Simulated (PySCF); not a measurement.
An unknown is described by computed data only.

Formula: CF2; singlet state.

| Quantity | Value |
| --- | --- |
| Dipole | 0.60 D [CAM-B3LYP/aug-cc-pVTZ] |
| Rotational structure | rotational constants A, B, C: 88.513, 12.626, 11.050 GHz [PBE0-D3(BJ)/def2-TZVP] |
| NMR, other nuclei | isotropic shieldings of nuclei other than C and H, by class: -71 (2 F) ppm [GIAO PBE0/pcSseg-2] |
| UV, strongest line | among the 10 lowest singlet transitions: S6 at 9.19 eV (135 nm, f = 0.139) [TDDFT CAM-B3LYP/aug-cc-pVTZ] |
| 13C NMR | chemical shifts (computed TMS as zero) by class: 326.5 (1 C) ppm [GIAO PBE0/pcSseg-2] |
| Polarisability | 16.5 au [CAM-B3LYP/aug-cc-pVTZ] |
| Triplet | lowest triplet excitation (Tamm–Dancoff): 2.50 eV [TDA CAM-B3LYP/aug-cc-pVTZ] |
| UV, first state | lowest singlet excitation: 4.79 eV (259 nm, f = 0.033) [TDDFT CAM-B3LYP/aug-cc-pVTZ] |

Gas-phase values; electronic properties from PySCF, density fitting. Levels stand in brackets. Geometry: PBE0-D3(BJ)/def2-TZVP; no solvent, vibrations or thermal averaging. Each NMR value is the plain mean over a class of atoms that symmetry, rotation or inversion makes alike.

Question: What is the compound? Reason from the data.

Answer: Numbering: `[F:1][C:2][F:3]`. The one carbon: carbon bonded to 2 F [C2] (326.5 ppm). The other shieldings belong to: -71 ppm, fluorine bonded to C [F1/F3]. S1 is mainly HOMO→LUMO (weight 0.98); the largest Löwdin shares of the orbital it empties are 0.66 on the carbon bonded to 2 F and 0.17 on each of 2 atoms of one kind (fluorine bonded to C), of the orbital it fills 0.69 on the carbon bonded to 2 F and 0.16 on each of 2 atoms of one kind (fluorine bonded to C). The optimised geometry has point group C2v and is an asymmetric top. Structure: `F[C]F` (difluoromethylene) [singlet]. The assignments are read from this structure; whether some other isomer fits the data as well wasn't checked.
